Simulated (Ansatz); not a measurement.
Reaction (isomerisation): `NC1(F)CO1` → `FC1NCO1`

Gas-phase electronic energies from Ansatz, PBE0-D4/def2-TZVP geometries. CBS: MP2 limit from def2 TZ/QZ plus the TZ coupled-cluster correction, frozen cores. This one scheme is used for every species. DFT in def2-TZVPP. B3LYP here is the variant with VWN-RPA as its local correlation; programs differ in this. Each species was taken in one conformer, which may not be the lowest.

Question: Is it downhill or uphill in electronic energy at CCSD(T)/CBS, and by how much? (Best estimate.)

Answer: The calculation gave: Uphill: ΔE = +0.09 eV.

Question: What do these levels give: B3LYP-D4, ωB97X-V, B2PLYP, PBE0, MP2/def2-TZVPP, SCS-MP2/def2-TZVPP, HF/def2-QZVPP, MP2/def2-QZVPP, SCS-MP2/def2-QZVPP, HF/CBS(def2), MP2/CBS(def2), CCSD/CBS(def2)? (Best estimate.)

Answer: Ansatz gave: B3LYP-D4 0.12, ωB97X-V 0.08, B2PLYP 0.12, PBE0 0.11, MP2/def2-TZVPP 0.13, SCS-MP2/def2-TZVPP 0.08, HF/def2-QZVPP -0.02, MP2/def2-QZVPP 0.14, SCS-MP2/def2-QZVPP 0.09, HF/CBS(def2) -0.02, MP2/CBS(def2) 0.14, CCSD/CBS(def2) 0.07 eV.

Largest T1 diagnostic among the species: 0.012.

From PBE to PBE0 (25 % exact exchange), in def2-TZVPP and without D4, ΔE moves by −0.04 eV. In def2-TZVPP, CCSD(T) changes the Hartree–Fock value by +0.09 eV (the triples alone add +0.02 eV) and MP2 by +0.14 eV.
